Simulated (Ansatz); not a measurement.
The input, for Ansatz 0.2.0:

```yaml
crystal:
  periodic: [false, false, false]
  atoms:
    - {symbol: N, position_ang: [0.000000, 0.000000, -1.854900]}
    - {symbol: Si, position_ang: [0.000000, 0.000000, -0.194400]}
    - {symbol: Si, position_ang: [0.000000, 0.000000, 2.049300]}
basis:
  gaussian: {orbitals: cc-pVDZ}
total_charge: 1
magnetization: {spin_polarized: false, initial_magnetization: 4}
correlation: {active_space: {ras: {orbitals: [4, 4, 31], electrons: 12, max_holes: 2, max_particles: 2}, fixed_orbitals: true}}
```

```sh
$ ansatz run in.yaml --threads 1 --pin off --events-out ev --progress --plain --max-ram 2393MiB
```

Task: Roughly how long does this take on 1 thread of Arm Neoverse N1, shared host, and how much host memory?

Result: 17 s wall and 0.11 GiB.

```
506 factors; integrals over basis functions are off by at most 6.8e-4 eV
mean field evaluation 1: about -17184.5087 eV, gradient 4.0e1 eV
mean field evaluation 2: about -17184.5147 eV, gradient 4.0e1 eV
mean field evaluation 4: about -17189.7223 eV, gradient 2.1e1 eV
mean field evaluation 8: about -17192.2866 eV, gradient 6.4e-1 eV
mean field evaluation 16: about -17188.1745 eV, gradient 2.7e1 eV
mean field evaluation 32: about -17192.5542 eV, gradient 1.8e-6 eV
mean field evaluation 64: about -17192.3088 eV, gradient 2.9e-1 eV
mean field evaluation 96: about -17192.6508 eV, gradient 9.7e-1 eV
mean field evaluation 128: about -17189.3969 eV, gradient 7.0e0 eV
mean field evaluation 160: about -17192.5109 eV, gradient 1.1e0 eV
mean field -17193.63599143 eV, -631.8544684202 hartree, gradient 1.6e-6 eV, S^2 6.000000; 13 other end points of the search recorded, 0 dependent functions left out
reference -17193.63599143 eV, -631.8544684202 hartree; 19, 15 occupied and 31, 35 virtual orbitals, 506 factors
state -17200.13507415 eV, -632.0933053047 hartree
Total energy: -17200.13507415 eV, -632.0933053047 hartree
```

Natural occupations: 1.9771 1.9661 1.9589 1.9286 0.9944 0.9944 0.9824 0.9824 0.0435 0.0315 0.0315 0.0157 0.0094 0.0094 0.0083 0.0075 0.0062 0.0062 0.0045 0.0037 0.0037 0.0035 0.0035 0.0035.
